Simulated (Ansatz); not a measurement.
Zinc-blende MgS (metastable phase)

All values below come from Hartree–Fock (Ansatz, a first-principles code, plane waves, PAW).

Numerical settings: plane-wave cutoff 460 eV, 8×8×8 k mesh, Fermi–Dirac smearing 0.01 eV, scalar-relativistic PAW data made under PBE.

Cell (relaxed at this level):

```yaml
crystal:
  lattice:
    - [0.00000, -2.86737, 2.86737]
    - [2.86737, -2.86737, 0.00000]
    - [2.86737, 0.00000, 2.86737]
  atoms:
    - { symbol: Mg, position: [0.00000, 0.00000, 0.00000] }
    - { symbol: S, position: [0.25000, 0.25000, 0.25000] }
```

For zinc-blende MgS (metastable phase), the bulk modulus B0 is 59.2 GPa and the band gap is 10.75 eV (on the SCF k mesh) (direct). The width of the whole s-p valence band comes out as 15.71 eV and the pressure derivative B′ of the bulk modulus is 3.9.

Measured, for comparison: band gap 4.78 ± 0.1 eV (temperature not stated, extrapolated in composition from an alloy gap of 4.19 eV, direct; extrapolated from a Zn0.2Mg0.8S0.645Se0.355 epilayer; as tabulated in Lucero et al. (2012), arXiv:1111.4515). Computed (rounded) less measured: band gap +5.97 eV.

Note: the volume lies 6 % above that of the published cell.

Static lattice: no zero-point or thermal effects.

It cost very roughly 9 core-minutes of CPU time.
